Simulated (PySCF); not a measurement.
# C4H6 (1-Methylcyclopropene): the cost of one run

Computed with PySCF 2.14.0, with density-fitted response routines of our own, on a single molecule in the gas phase. Atoms are numbered from 0 throughout.

## 1. The starting structure

10 atoms, charge 0, multiplicity 1; geometry from: MMFF94s. The atoms were then displaced at random by about 0.03 Å, so the start is not that level's minimum.

Bonds of the start (Å): C0–C1 1.36, C1–C2 1.26, C2–C3 1.44, C3–C1 1.51, C0–H4 1.11, C0–H5 1.21, C0–H6 1.09, C2–H7 1.14, C3–H8 1.01, C3–H9 1.10.

## 2. Relaxing the molecule at PBE0-D3(BJ)/def2-SVP

Job settings and geometry (Å):

```
{"job": {"xc": "PBE0", "basis": "def2-SVP", "d3": "d3bj", "grid": 1, "shake": 0.03, "kind": "geom"}, "charge": 0, "multiplicity": 1}
C     -1.362890     0.093570    -0.044120
C     -0.001670     0.145570    -0.077690
C      1.136080     0.637570    -0.329740
C      1.225780    -0.663080     0.273030
H     -1.834520    -0.673590    -0.685480
H     -1.823480     1.121010    -0.476310
H     -1.775420     0.062330     0.964850
H      1.856770     1.448470    -0.678650
H      1.341840    -1.490090    -0.302930
H      1.362170    -0.758510     1.361470
```

Command:

```console
> OMP_NUM_THREADS=1 python probes_run.py task.json out
```

This one command runs all jobs of the session in turn.

**Question.** How long does this first job take on 1 thread of Arm Neoverse V1, shared host, and how much memory does it need?

About 15 s, with a peak of 0.34 GiB.
